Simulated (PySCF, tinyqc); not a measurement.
Worked calculation: harmonic frequencies on the RHF/sto-6g surface (energies and gradients from PySCF), for CH2, spin multiplicity 1. The lowest restricted solution is unstable here: a spin-polarised one lies 0.0267 hartree lower (PySCF). Computed by tinyqc, a small Python program that keeps every step (integrals from PySCF). Settings: charge = 0, multiplicity = 1, basis = sto-6g, delta = 0.01. Command: `OMP_NUM_THREADS=1 python tinyqc.py 20149 20150 out.jsonl` (the two numbers bound the seeds that draw the settings). One thread of a shared host (Intel(R) Xeon(R) Processor @ 2.60GHz), about 5 s of CPU time with the checks.

## One row of the Hessian: 2Hy

optimised positions (bohr):
```
            x          y          z
1C   0.102991   0.012489  -0.291933
2H  -0.066511   1.646300   1.033654
3H   0.005094  -1.607766   1.057299
```

gradient at +delta (hartree/bohr):
```
              x            y            z
1C   0.00019458  -0.00256206  -0.00136838
2H  -0.00023656   0.00287766   0.00171745
3H   0.00004198  -0.00031560  -0.00034908
```

gradient at -delta (hartree/bohr):
```
              x            y            z
1C  -0.00019916   0.00259494   0.00140081
2H   0.00024204  -0.00291129  -0.00175767
3H  -0.00004288   0.00031635   0.00035687
```

Displace 2Hy by +/-0.01 bohr; H(k, :) = (g(+) - g(-)) / (2 delta).

row of the Hessian (hartree/bohr^2): 1Cx 0.01968702, 1Cy -0.25785024, 1Cz -0.13845913, 2Hx -0.02392985, 2Hy 0.28944766, 2Hz 0.17375633, 3Hx 0.00424282, 3Hy -0.03159742, 3Hz -0.03529720

## Hessian by finite differences

All rows are made in the same way, and the matrix is symmetrised.

Hessian (symmetrised) (hartree/bohr^2):
```
             1Cx          1Cy          1Cz          2Hx          2Hy          2Hz          3Hx          3Hy
1Cx   0.00430530  -0.01147429  -0.04034919  -0.00292164   0.01968499   0.02470495  -0.00138270  -0.00821070
1Cy  -0.01147429   0.51215552  -0.00167370   0.02679464  -0.25785002  -0.20965524  -0.01532035  -0.25430595
1Cz  -0.04034919  -0.00167370   0.40446532   0.02308670  -0.13845418  -0.19969162   0.01726284   0.14012789
2Hx  -0.00292164   0.02679464   0.02308670   0.00279008  -0.02392770  -0.02243089   0.00013109  -0.00286694
2Hy   0.01968499  -0.25785002  -0.13845418  -0.02392770   0.28944766   0.17375088   0.00424277  -0.03159742
2Hz   0.02470495  -0.20965524  -0.19969162  -0.02243089   0.17375088   0.18509039  -0.00227424   0.03590428
3Hx  -0.00138270  -0.01532035   0.01726284   0.00013109   0.00424277  -0.00227424   0.00125113   0.01107757
3Hy  -0.00821070  -0.25430595   0.14012789  -0.00286694  -0.03159742   0.03590428   0.01107757   0.28590359
3Hz   0.01564429   0.21132891  -0.20477603  -0.00065582  -0.03529709   0.01460238  -0.01498864  -0.17603175

             3Hz
1Cx   0.01564429
1Cy   0.21132891
1Cz  -0.20477603
2Hx  -0.00065582
2Hy  -0.03529709
2Hz   0.01460238
3Hx  -0.01498864
3Hy  -0.17603175
3Hz   0.19017481
```

## Normal modes

masses (u): 1C 12.000000, 2H 1.007825, 3H 1.007825

Diagonalise H_ij / sqrt(m_i m_j); the 6 smallest eigenvalues belong to translations and rotations; wavenumber = sqrt(eigenvalue / 1822.888) x 219474.63; each mode has its largest component positive (the first on a tie); zero-point energy = sum of wavenumbers / 2, with 349.755 1/cm per kcal/mol.

eigenvalues of the mass-weighted Hessian (hartree/(bohr^2 u)): -0.000012  0.000000  0.000000  0.000000  0.000006  0.000008  0.121400  0.432262  0.470325

harmonic wavenumbers of the vibrations (1/cm): 1791.1  3379.7  3525.4

mass-weighted modes:
```
        mode 1     mode 2     mode 3
1Cx   0.029923   0.022974   0.006628
1Cy  -0.001516  -0.001173  -0.301238
1Cz  -0.299286  -0.229811   0.002196
2Hx  -0.042152  -0.051976  -0.054142
2Hy  -0.427914   0.562716   0.521879
2Hz   0.519499   0.392435   0.423423
3Hx  -0.061104  -0.027298   0.031271
3Hy   0.433146  -0.558667   0.517582
3Hz   0.513239   0.400559  -0.431000
```

zero-point energy = 12.431749 kcal/mol
